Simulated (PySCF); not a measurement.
Molecule: `InChI=1S/C5H11Cl/c1-4-5(2,3)6/h4H2,1-3H3`.

Atoms are numbered as in `[CH3:1][CH2:2][C:3]([CH3:4])([CH3:5])[Cl:6]` (H(Xn): hydrogen on atom n).

Geometry PBE0-D3(BJ)/def2-SVP throughout; GIAO in PySCF, gas phase, one conformer, non-relativistic; equivalent atoms averaged; functional PBE0.

(1) How do the absolute shieldings σ depend on the basis set? (ppm; last column core-seconds on shared hosts with different chips, so compare them loosely)

(2) Which nucleus moves most, in ppm?

(3) Taking the largest basis, IGLO-III (329 functions), as the yardstick, rank the others by their worst heavy-atom deviation.

## Answers

(1) 
```tsv
basis set	functions	C3	C2	C4/C5	C1	Cl6	H(C4)/H(C5)	H(C2)	H(C1)	core-s
STO-3G	45	168.8	201.8	207.4	216.7	942.0	31.37	31.44	31.69	4.1
6-31G	80	128.7	160.5	166.2	188.3	752.9	30.90	30.79	31.31	8.2
pcSseg-0	80	120.7	152.8	157.3	181.1	731.4	31.14	31.28	31.60	6.8
6-31G*	110	125.5	156.2	162.2	183.3	751.0	30.47	30.27	30.81	11
def2-SVP	143	123.5	155.1	161.5	183.7	770.9	29.94	29.86	30.29	15
cc-pVDZ	143	121.5	155.9	163.7	185.6	756.7	29.87	29.72	30.22	15
pcSseg-1	164	109.8	143.4	150.5	173.6	708.8	29.79	29.78	30.09	17
6-311+G(2d,p)	236	111.3	145.9	153.7	176.4	710.8	30.05	29.87	30.39	32
aug-cc-pVDZ	241	120.1	154.9	163.3	185.0	755.2	29.86	29.70	30.23	34
def2-TZVP	258	110.8	145.0	153.0	176.0	700.0	30.03	29.84	30.37	39
IGLO-III	329	107.1	141.5	149.6	173.2	710.4	29.92	29.73	30.25	51
```

(2) Cl6 (chlorine bonded to C): from 700.0 ppm with def2-TZVP to 942.0 ppm with STO-3G. The smallest spread is 1.58 ppm, at H(C4)/H(C5). Proton shifts span only some 12 ppm, so a few tenths of a ppm matter as much there as several ppm in carbon.

(3) pcSseg-1 2.7 ppm (164 functions), 6-311+G(2d,p) 4.4 ppm (236 functions), def2-TZVP 10.3 ppm (258 functions), pcSseg-0 21.0 ppm (80 functions), 6-31G* 40.7 ppm (110 functions), 6-31G 42.5 ppm (80 functions), aug-cc-pVDZ 44.9 ppm (241 functions), cc-pVDZ 46.3 ppm (143 functions), def2-SVP 60.5 ppm (143 functions), STO-3G 231.6 ppm (45 functions).

A small basis that lands close on one nucleus may do so by chance; judge by the trend and by all nuclei.
